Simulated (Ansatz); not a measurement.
**AlO₂+ (triplet): wave-function methods side by side, def2-QZVPP**

One table from this session's results is given with a row withheld; the runs are named, their logs left out.

Method: def2-QZVPP, core rule «outside noble gas», up to 7 orbitals frozen; program: Ansatz 0.2.0, Gaussian basis.

To be run: UHF; ROHF; CCSD(T) on UHF.

2 further runs of the same task are left out: 2 set aside as unsound or not needed.

## The geometry

The geometry is a PBE0/def2-TZVP stationary point (not a proven minimum) of the parent state, kept for this charge and spin.

3 atoms, charge 1, spin multiplicity 3.

Atoms are counted from 1 here; the program's logs count them from 0.

Bond lengths: Al1–O2 1.646 Å, Al1–O3 1.646 Å. Angles: O2–Al1–O3 180.0°.

The first run:

File in.yaml:

```yaml
crystal:
  periodic: [false, false, false]
  atoms:
    - {symbol: Al, position_ang: [0.000000, 0.000000, 0.000000]}
    - {symbol: O, position_ang: [0.000000, 0.000000, -1.645900]}
    - {symbol: O, position_ang: [0.000000, 0.000000, 1.645900]}
basis:
  gaussian: {orbitals: "def2-QZVPP.json"}
total_charge: 1
magnetization: {spin_polarized: true, initial_magnetization: 2}
hamiltonian: {xc: hf}
output: {orbitals: {seedname: orbitals}}
```

Launch:

```
> ansatz run in.yaml --threads 1 --pin off --events-out ev --progress --plain --max-ram 2393MiB
```

Steps of the session up to this table: UHF; ROHF; CCSD(T) on UHF.

One of the session's tables, all rows but one given; the rest of the session is left out.

| method | from UCCSD(T) (kJ/mol) |
| --- | --- |
| ROHF | ? |
| UHF | +1269.9 |
| UMP2 | +92.3 |
| UCCSD | +42.2 |
| UCCSD(T) | 0 |

**Question.** Estimate the row for ROHF.

The run gave: from UCCSD(T) (kJ/mol): +1294.1. In the column «from UCCSD(T) (kJ/mol)» it is the highest.
